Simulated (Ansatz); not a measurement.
# FHNSi: the cost of one run

The runs use Ansatz 0.2.0, Gaussian basis; def2-QZVPP, core rule «outside noble gas», up to 7 orbitals frozen.

Plan: UHF; ROHF; CCSD(T) on UHF.

### 1 What is computed

The geometry is a PBE0/def2-TZVP stationary point (not a proven minimum).

4 atoms, charge 0, spin multiplicity 4.

Atoms are counted from 1 here; the program's logs count them from 0.

Bond lengths: F1–Si3 1.600 Å, N2–Si3 1.831 Å, Si3–H4 1.500 Å. Angles: F1–Si3–N2 105.3°, F1–Si3–H4 106.8°, N2–Si3–H4 106.4°.

### 2 UHF

Contents of in.yaml:

```yaml
crystal:
  periodic: [false, false, false]
  atoms:
    - {symbol: F, position_ang: [0.072839, -0.480480, 1.191357]}
    - {symbol: N, position_ang: [0.078200, -0.504380, -1.538768]}
    - {symbol: Si, position_ang: [-0.125489, 0.523752, -0.037976]}
    - {symbol: H, position_ang: [1.037026, 1.471534, -0.014144]}
basis:
  gaussian: {orbitals: "def2-QZVPP.json"}
magnetization: {spin_polarized: true, initial_magnetization: 3}
hamiltonian: {xc: hf}
output: {orbitals: {seedname: orbitals}}
```

Launch:

```sh
$ ansatz run in.yaml --threads 1 --pin off --events-out ev --progress --plain --max-ram 2393MiB
```

**Question.** How long does this run take on 1 thread of Arm Neoverse V1, shared host, and how much memory does it need?

About 7 s, with a peak of 0.41 GiB.
